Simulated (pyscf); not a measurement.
PySCF, gas phase, ωB97X-D3(BJ)/def2-SVP geometries.

Question: •O–Al(OH)–F + hydrogen (H₂) -> HO–Al(OH)–F + H atom (H•)
Surface: doublet. Broken: H–H. Formed: H–O. Give ΔE‡ and ΔE from ωB97M-D3(BJ)/def2-TZVP, relative to the separated reactants.

Answer: ΔE‡ = 2.1 kcal/mol, ΔE = -18.9 kcal/mol. Zero-point energy shifts the barrier by +0.2 kcal/mol. It is a hydrogen abstraction, with an imaginary mode of 756i cm⁻¹. One saddle was located; it need not be the lowest between these sides. The angle at the transferred H is 152°.
